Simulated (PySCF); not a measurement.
# HCl⁺, CCSD(T): how much the basis matters

PySCF, UHF reference; doublet, unpaired electrons π ↑; De to H + Cl⁺ without counterpoise correction. Frozen cores follow the default of each basis and core potential.

```
              basis     relativity  functions  Re (Å)  ωe (cm⁻¹)  De (eV)  frozen orbitals
           def2-SVP  no relativity         23   1.320       2767     4.41                5
cc-pVDZ/cc-pV(D+d)Z  no relativity         28   1.322       2751     4.43                5
        aug-pcseg-1  no relativity         36   1.327       2702     4.41                5
        def2-TZVPPD  no relativity         68   1.313       2705     4.69                5
```

Question: How does each smaller set differ from the one with most functions, def2-TZVPPD?

Answer: def2-SVP: +0.7 pm, +2.3 % in ωe, -0.28 eV in De; cc-pVDZ/cc-pV(D+d)Z: +0.9 pm, +1.7 % in ωe, -0.26 eV in De; aug-pcseg-1: +1.4 pm, -0.1 % in ωe, -0.28 eV in De. All at CCSD(T); the set with most functions is neither the basis-set limit nor always the best.

Correlated steps freeze 5 core orbitals. Correlated levels converge slowly with the basis: in double zeta they bind strong bonds too weakly, by up to about 1 eV, and carry superposition errors of some tenths. For an ion De counts to the pair picked by the measured ionisation energies or electron affinities, which need not be the lowest pair at this level. The state was picked by a PBE0 search and need not be the measured ground state.
